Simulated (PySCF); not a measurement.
EPR parameters of SiCl2

Compound: SiCl2 (triplet state).
Bonds: Cl1–Si2, Si2–Cl3.

Identity: `Cl[Si]Cl` [triplet].

Level of theory: PySCF 2.14.0, UKS B3LYP, pcH-1 on Cl Si, non-relativistic, mean-field spin-orbit, GIAO. Geometry: GFN2-xTB; no solvent, vibrations or thermal averaging. This triplet need not be the ground state; the singlet was not compared here. A GFN2-xTB geometry isn't a minimum of the functional, and hyperfine couplings can be far from their values at a DFT geometry, by a factor of two or more for some ions and for spin on atoms past the first row.

* g1, g2, g3: 2.00046, 2.00569, 2.00638
* g_iso: 2.00418
* Form of g: close to axial: the two nearest values differ by 12 % of g3 − g1
* ⟨S²⟩: 2.0024 (exact 2.0000)
* α and β electrons: 25, 23
* HOMO–LUMO gap, α and β orbitals: 4.36, 4.33 eV
* Total energy: -1209.88961 Eh

Hyperfine couplings atom by atom, in mT; T1 to T3 are the principal values of the dipolar part; ρ(0) is the spin density at the nucleus (MHz turned into mT with g_iso):

| atom | isotope | a_iso | of which spin–orbit | T1 | T2 | T3 | Mulliken spin population | ρ(0) (bohr⁻³) |
| --- | --- | --- | --- | --- | --- | --- | --- | --- |
| Cl1 | 35Cl | 0.59 | 0.03 | -0.90 | -0.03 | 0.93 | 0.18 | 0.0715 |
| Si2 | 29Si | -28.45 | 0.05 | -3.26 | 0.45 | 2.81 | 1.64 | 1.7991 |
| Cl3 | 35Cl | 0.59 | 0.03 | -0.90 | -0.03 | 0.93 | 0.18 | 0.0714 |

The Mulliken spin populations are largest on Si2 (+1.64), Cl3 (+0.18) and Cl1 (+0.18). Three atoms exceed +0.15.

Axes: g3 is normal to the molecular plane.

The 29Si coupling of Si2 (-798.1 MHz) shows only in satellite lines or after enrichment, since that isotope makes up about 4.7 % of natural silicon.
